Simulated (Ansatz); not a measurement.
**Multireference treatment of C2H2O2, singlet**

Program: Ansatz, Gaussian basis, development build. Basis cc-pVTZ, nonrelativistic, 4 orbitals frozen in the corrections. State-specific CASSCF; RHF is the lowest restricted (open-shell) Hartree–Fock solution met. Letters tell apart solutions met in one space. No symmetry is imposed, so a solution can break that of the shape. Lower solutions, or ones in other orbitals, may exist.

Geometry:

```xyz
6

C    -0.0105    0.7728   -0.0048
C     0.0175   -0.7509    0.0079
O     1.0600    1.3994   -0.0108
H    -1.0139    1.2162    0.0079
O    -1.0374   -1.3988   -0.0156
H     0.9943   -1.2402    0.0149
```

CASSCF less RHF, in eV, and natural occupations:

```json
{"CAS": "(8,6) a", "CASSCF": "-2.220", "occupations": "2.00, 2.00, 1.98, 1.92, 0.08, 0.02"}
{"CAS": "(8,6) b", "CASSCF": "-2.167", "occupations": "2.00, 2.00, 1.92, 1.89, 0.12, 0.07"}
```

Task: What totals less RHF do the corrections give on each solution?

Result: 

```csv
CAS,SC-NEVPT2
"(8,6) a",-20.488
"(8,6) b",-20.826
```

Task: In CAS(8,6), is the solution lowest in CASSCF also lowest after SC-NEVPT2?

Result: No: (8,6) b is lowest after SC-NEVPT2, 0.34 eV under (8,6) a, which leads in CASSCF.

Task: Roughly how much CPU time does a whole run from the default start take (median of such runs, summed over threads; nearly all runs on one pinned thread of a shared server, mostly Xeon at 2.3 to 2.6 GHz, by a development driver)?

Result: CAS(8,6) a: about 2.1 min; CAS(8,6) b: about 18 s. Other jobs ran beside these, and the count of passes differs.
